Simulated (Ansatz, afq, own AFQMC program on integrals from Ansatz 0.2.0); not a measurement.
**Atomization energy of CHSi, doublet**

```xyz
3

Si    0.0000    0.0000    1.4814
C     0.0000    0.0000   -0.2010
H     0.0000    0.0000   -1.2804
```

Connectivity, by distances: Si–CH.

Atoms in their ground-state spins without spin–orbit coupling (mostly on UHF) minus the molecule (ROHF), without zero-point energy. The geometry is a stationary point, not shown to be a minimum.

Basis cc-pVDZ. Only valence electrons are correlated. Ansatz 0.2.0 and our own AFQMC program on the same integrals; the CISD trial comes from CCSD amplitudes, and released means the phaseless constraint is let go. Uncertainties: one standard error, sampling alone. The errors of all members are added in quadrature.

No full CI on the walks' own integrals is used here; CCSDTQ serves as the reference and is uncertain by about the last step of the cluster series. Each member takes its own surest rung, up to full CI.

Errors are counted within cc-pVDZ, not against nature.

Cautions: CHSi (doublet): a spin-contaminated unrestricted determinant lies lower (UHF 199 meV lower, ⟨S²⟩ 1.08), its ph-AFQMC/CISD value lies 35 ± 5 meV above CCSDTQ.

Reference (CCSDTQ): 797.2 kJ/mol.

```csv
level,atomization energy (kJ/mol),error against CCSDTQ (kJ/mol)
HF,563.4,-233.8
MP2,804.6,7.4
CCSD,774.1,-23.1
CCSD(T),793.5,-3.6
CCSDT,795.1,-2.1
CCSDT(Q),797.2,0.0
ph-AFQMC/HF,808.9 ± 2.7,11.7 ± 2.7
ph-AFQMC/CISD,794.5 ± 0.5,-2.7 ± 0.5
released AFQMC,796.5 ± 0.3,-0.7 ± 0.3
```

Correlation beyond CCSD(T) adds 3.6 kJ/mol. The perturbative (T) step is worth +19.5 kJ/mol.

CCSDT and higher add their correlation energy to the determinant of the CCSD(T) run, since their own runs factorise the integrals more tightly (a shift of under 2 meV). A walk keeps the symmetry of its determinant, which the program's search chose and which needn't be the lowest solution, so a lower state of the same spin and another symmetry isn't excluded. Released energies are given only where the last usable release times agree within the noise; a slower fall can still hide under it.
